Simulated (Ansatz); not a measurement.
Start from `N#COC=O` and change one atom or group to get `O=COCF`.

Ansatz, PBE0-D4/def2-TZVP geometries, multiplicity 1. Each molecule was computed in one conformer, which needn't be the lowest.

```json
{"property": "HOMO energy (PBE0/def2-TZVPP) / eV", "`N#COC=O`": "-9.51"}
{"property": "HOMO–LUMO gap (ωB97M-V/def2-TZVPP) / eV", "`N#COC=O`": "12.43"}
{"property": "LUMO energy (B3LYP/def2-TZVPP) / eV", "`N#COC=O`": "-2.03"}
{"property": "LUMO energy (ωB97M-V/def2-TZVPP) / eV", "`N#COC=O`": "0.64"}
{"property": "HOMO energy (PBE/def2-TZVPP) / eV", "`N#COC=O`": "-8.13"}
{"property": "HOMO energy (ωB97M-V/def2-TZVPP) / eV", "`N#COC=O`": "-11.80"}
```

Task: What does the change do to each property? (Estimate.)

Result: The calculation gave: 
| property | `O=COCF` | shift |
| --- | --- | --- |
| HOMO energy (PBE0/def2-TZVPP) / eV | -8.78 | 0.73 |
| HOMO–LUMO gap (ωB97M-V/def2-TZVPP) / eV | 13.10 | 0.67 |
| LUMO energy (B3LYP/def2-TZVPP) / eV | -0.77 | 1.26 |
| LUMO energy (ωB97M-V/def2-TZVPP) / eV | 1.88 | 1.24 |
| HOMO energy (PBE/def2-TZVPP) / eV | -7.08 | 1.05 |
| HOMO energy (ωB97M-V/def2-TZVPP) / eV | -11.22 | 0.58 |

With PBE0 the HOMO rises by 0.73 eV and the LUMO rises by 1.27 eV, so the gap widens by about 0.54 eV. PBE moves the HOMO by 1.05 eV and ωB97M-V by 0.58 eV.

B3LYP here is the variant with VWN-RPA as its local correlation; programs differ in this.
